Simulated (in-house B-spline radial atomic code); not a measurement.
Kr. Computed with a B-spline radial atomic code. Model: non-relativistic spherical atom: semilocal Troullier-Martins pseudo-atom, one channel per l, against all electrons, high spin, G0W0 and RPA with empty states to l = 8, local potential for every l without a channel, a model core (radius 0 = none) keeps its share of the functional.

What the tables leave out is listed at the end.

The pseudopotential gives back the lowest level of each angular momentum of its own functional in the configuration it was made in; a second state of the same l is only approximately right. Exact exchange, RPA and GW see the smooth pseudo-orbitals and miss the exchange with the core, for which the functional's share stands in. The column with an uncorrelated core keeps all orbitals and exact exchange, and so separates missing core correlation from pseudisation. Only the three outermost levels and the lowest empty one were computed. RPA here is direct RPA, with no exchange kernel, and its energies carry an (l + 1/2)⁻⁴ tail. A hybrid on a potential with a model core restores only its own semilocal share of the core's exchange.

Command:
```bash
python run_psgw.py task.json out
```
Settings (lengths in bohr, energies in hartree):
```
Z                      36
electrons              36
configuration          [Ar] 3d10 4s2 4p6
generated_in           [Ar] 3d10 4s2 4p6
functional             lda,vwn
core_shells            5
radius_factor          0.9
core_correction        False
```

Time taken, with all properties: 13 s on 1 thread of Intel(R) Xeon(R) 6975P-C (Granite Rapids), with other jobs on the host.

Given: made with LDA VWN5; model core radius 0 bohr; local radius 1.144 bohr; mean-field start LDA VWN5.

Valence shells of the generating configuration: 3d, 4s, 4p.

Channel: s 1.215, p 1.397, d 1.099 (radii in bohr).

Computed: largest level miss in the spin-unpolarised generating configuration 0 eV; valence RPA correlation energy all-electron orbitals -1.1088 hartree; valence RPA correlation energy pseudo -1.316 hartree; pseudo-atom RPA polarisability 15.691 bohr³.

```csv
level,occupied,mean-field all-electron (eV),mean-field pseudo minus all (eV),G0W0 all-electron (eV),G0W0 uncorrelated core minus all (eV),G0W0 pseudo minus all (eV),exchange self-energy all-electron (eV),exchange self-energy pseudo (eV)
4p,1,-9.4244,0,-13.981,-0.04,-0.427,-21.567,-20.117
```

Task: What is the all-electron RPA polarisability, core included?

Result: 15.812 bohr³.

Given: mean-field start PBE0.

Computed: valence RPA correlation energy all-electron orbitals -1.0572 hartree; valence RPA correlation energy pseudo -1.2734 hartree; all-electron RPA polarisability, core included 13.848 bohr³.

```
level  occupied  mean-field all-electron (eV)  mean-field pseudo minus all (eV)  G0W0 all-electron (eV)  G0W0 uncorrelated core minus all (eV)  G0W0 pseudo minus all (eV)  exchange self-energy all-electron (eV)  exchange self-energy pseudo (eV)
   4p         1                       -10.773                            -0.066                 -14.231                                 -0.037                      -0.347                                 -21.493                           -20.292
```

Task: What is the pseudo-atom RPA polarisability?

Result: 13.484 bohr³.

Given: mean-field start Hartree-Fock.

Computed: valence RPA correlation energy all-electron orbitals -0.94053 hartree; all-electron RPA polarisability, core included 10.71 bohr³; pseudo-atom RPA polarisability 9.8829 bohr³.

```csv
level,occupied,mean-field all-electron (eV),mean-field pseudo minus all (eV),G0W0 all-electron (eV),G0W0 uncorrelated core minus all (eV),G0W0 pseudo minus all (eV),exchange self-energy all-electron (eV),exchange self-energy pseudo (eV)
4p,1,-14.264,-0.338,-14.682,-0.029,-0.04,-21.262,-20.736
4s,1,-31.373,0.01,-28.752,-0.032,-0.163,-28.727,-27.138
```

Task: What is the valence RPA correlation energy pseudo?

Result: -1.1691 hartree.

Among the listed levels the largest G0W0 shift of the pseudo-atom is -0.43 eV, for 4p on the LDA VWN5 start, while leaving the core uncorrelated moves that level by -0.04 eV. So pseudisation and the lost core exchange, not the missing core correlation, make the error. Not in the tables (levels of low weight, unsolved or above zero; the highest and the empty levels are kept at any weight): on LDA the G0W0 levels 4s (pseudo minus all -1.32 eV, weights 0.16 and 0.14), 3d (pseudo minus all +6.76 eV, weights 0.65 and 0.02); on PBE0 the G0W0 levels 4s (pseudo minus all -0.29 eV, weights 0.04 and 0.17), 3d (pseudo minus all +7.41 eV, weights 0.50 and 0.69); on Hartree-Fock the G0W0 levels 3d (pseudo minus all +8.45 eV, weights 0.23 and 0.66).
